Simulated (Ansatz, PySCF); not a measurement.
Gas-phase enthalpy of formation at 298 K, by the atomisation route, of ClB(Cl)Cl (SMILES; BCl3, trichloroborane). Each molecule is optimised on its own at B3LYP-D3(BJ)/def2-TZVP (Ansatz, a first-principles code). Valence correlation only, unless marked. Open shells are spin-unrestricted. No spin-orbit coupling. Non-relativistic. CBS marks a two-point X^-3 extrapolation of the correlation energy; Hartree-Fock from the larger set. Thermal terms are rigid-rotor harmonic-oscillator values from B3LYP-D3(BJ) frequencies (PySCF) at 298.15 K and 1 atm. 1 Eh = 627.5095 kcal/mol.

```tsv
species	count	E, CCSD(T)/CBS(cc-pV(T+d)Z,cc-pV(Q+d)Z) (Ansatz) (Eh)	E, PBE/def2-TZVPD (Ansatz) (Eh)	measured ΔHf at 0 K (kcal/mol)	H(298) - H(0) of the element (kcal/mol)
ClB(Cl)Cl	1	-1404.23938	-1405.02323	-	-
B atom	1	-24.60218	-24.61015	136.20	0.29
Cl atom	3	-459.70714	-459.95933	28.59	1.10
```

Molecule: zero-point energy 4.74, H(298) - H(0) 3.35 kcal/mol. The route leaves out scalar relativity and anharmonic zero-point terms, the atoms' spin-orbit terms, and in the frozen-core level the core correlation. Atomic data: G2/97 table in ASE, which holds older values for B and Si.

Problem. Work out De, D0 and ΔHf at 0 and 298 K at both levels, and their errors against the measured value.

Solution. 
The atoms' values sum to 221.97 (0 K) and 3.59 (thermal), in kcal/mol.
- CCSD(T)/CBS(cc-pV(T+d)Z,cc-pV(Q+d)Z): De = 323.66; D0 = 323.66 - 4.74 = 318.92; ΔHf(0 K) = 221.97 - 318.92 = -96.95; ΔHf(298 K) = -96.95 + 3.35 - 3.59 = -97.19; error -0.9.
- PBE/def2-TZVPD: De = 335.77; D0 = 335.77 - 4.74 = 331.03; ΔHf(0 K) = 221.97 - 331.03 = -109.06; ΔHf(298 K) = -109.06 + 3.35 - 3.59 = -109.30; error -13.0.
Measured: -96.3 kcal/mol (G2/97 table in ASE (Curtiss et al.)). This is an older compilation, not checked against later work.
